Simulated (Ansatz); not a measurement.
Stretching the Si1–H2 bond in SiH2 (SMILES [SiH2]) (multiplicity 1 held, fragments rigid). Energies count from the point at 1.523 Å.
Geometry at that point (charge 0, multiplicity 1):
```xyz
3

Si     0.014    -0.001     0.132
H     -0.112    -1.085    -0.930
H     -0.086     1.097    -0.919
```

Signs of static correlation in cc-pV(T+d)Z, with CASSCF(2,2), from Ansatz (a quantum-chemistry and plane-wave program) runs.

| R (Å) | T1 of restricted CCSD | ⟨S²⟩ of UHF | largest double amplitude of restricted CCSD | weight of the CASSCF reference in MRCISD | CASSCF natural occupations |
|---|---|---|---|---|---|
| 1.219 | 0.013 | 0.471 | 0.110 | 0.922 | 1.99 0.01 |
| 1.371 | 0.014 | 0.444 | 0.107 | 0.921 | 1.99 0.01 |
| 1.523 | 0.014 | 0.418 | 0.102 | 0.921 | 1.98 0.02 |
| 1.676 | 0.015 | 0.392 | 0.096 | 0.921 | 1.97 0.03 |
| 1.828 | 0.016 | 0.368 | 0.088 | 0.921 | 1.95 0.05 |
| 2.056 | 0.021 | 0.333 | 0.117 | 0.921 | 1.92 0.08 |
| 2.285 | (withheld) | 0.590 | 0.176 | 0.921 | 1.88 0.12 |
| 2.666 | 0.048 | 0.884 | 0.289 | 0.921 | 1.75 0.25 |
| 3.046 | 0.077 | 0.982 | 0.426 | 0.922 | 1.58 0.42 |
| 3.503 | 0.115 | 1.022 | (withheld) | 0.922 | 1.37 0.63 |
| 4.113 | 0.155 | 1.038 | 0.838 | 0.922 | 1.18 0.82 |
| 4.874 | 0.176 | 1.042 | 0.998 | 0.922 | 1.07 0.93 |

Task: Some entries are withheld; supply them.

Result: 
- 2.285, T1 of restricted CCSD: 0.028
- 3.503, largest double amplitude of restricted CCSD: 0.614

Doubts at one or more of the structures used: a restricted determinant that unrestricted orbitals would lower (R-CCSD(T)/cc-pV(T+d)Z); other coupled-cluster roots lie near (R-CCSD(T)/cc-pV(T+d)Z); T1 above 0.05 (R-CCSD(T)/cc-pV(T+d)Z, U-CCSD(T)/cc-pV(T+d)Z); a spin-contaminated determinant (U-CCSD(T)/cc-pV(T+d)Z); the program's own flag: large difference (U-CCSD(T)/cc-pV(T+d)Z).
